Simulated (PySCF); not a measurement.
All of these have the formula C5H7P. Level of theory: PySCF 2.14.0, density-fitted response routines, TDDFT CAM-B3LYP/def2-SVPD, vertical, gas phase, core orbitals frozen in the response. Geometries: GFN2-xTB; one conformer of each isolated species. Triplets are in the Tamm–Dancoff approximation.

A. `CC#C/P=C/C`
B. `C=C=PC1CC1`
C. `C1=CP1C1CC1`
D. `C=CP=C=CC`

Lowest singlet levels (six at most, fewer where fewer were computed) with oscillator strengths:

1. 238 nm (f 0.003); 224 nm (f 0.005); 213 nm (f 0.020); 187 nm (f 0.010); 183 nm (f 0.008); 175 nm (f 0.016); T1 4.01 eV
2. 288 nm (f 0.004); 249 nm (f 0.096); 246 nm (f 0.260); 207 nm (f 0.002); 195 nm (f 0.115); 191 nm (f 0.854); T1 2.75 eV
3. 264 nm (f 0.004); 259 nm (f 0.001); 234 nm (f 0.140); 194 nm (f 0.006); 188 nm (f 0.982); 184 nm (f 0.019); T1 2.97 eV
4. 279 nm (f 0.003); 266 nm (f 0.254); 220 nm (f 0.000); 214 nm (f 0.010); 194 nm (f 0.115); 192 nm (f 0.000); T1 2.46 eV

Problem. Match each spectrum to its molecule.

Solution. 1 = C, 2 = D, 3 = B, 4 = A.
- A: S1 at 4.45 eV, HOMO-1→LUMO (96%); Löwdin shares by element: HOMO carbon 60% or more, phosphorus 22% (atoms not listed hold the other 18%); LUMO carbon 50% or more, phosphorus 35%; HOMO -7.74 and LUMO -0.46 eV.
- B: S1 at 4.69 eV, HOMO-1→LUMO (54%), HOMO→LUMO+1 (42%); Löwdin shares by element: HOMO carbon 53% or more, phosphorus 32% (atoms not listed hold the other 15%); LUMO carbon 44% or more, phosphorus 40% (atoms not listed hold the other 15%); HOMO -8.05 and LUMO -0.03 eV; point group Cs.
- C: S1 at 5.21 eV, HOMO→LUMO (92%); Löwdin shares by element: HOMO carbon 47% or more, phosphorus 44%; LUMO carbon 71% or more, phosphorus 8%, hydrogen 7% or more; HOMO -7.94 and LUMO 0.79 eV.
- D: S1 at 4.30 eV, HOMO-1→LUMO (96%); Löwdin shares by element: HOMO carbon 58% or more, phosphorus 26% (atoms not listed hold the other 15%); LUMO carbon 51% or more, phosphorus 29% (atoms not listed hold the other 20%); HOMO -7.89 and LUMO -0.35 eV.
A and D have S1 within 0.15 eV of each other; their strongest listed levels stand at 4.66 eV (f 0.254) and 6.50 eV (f 0.854).
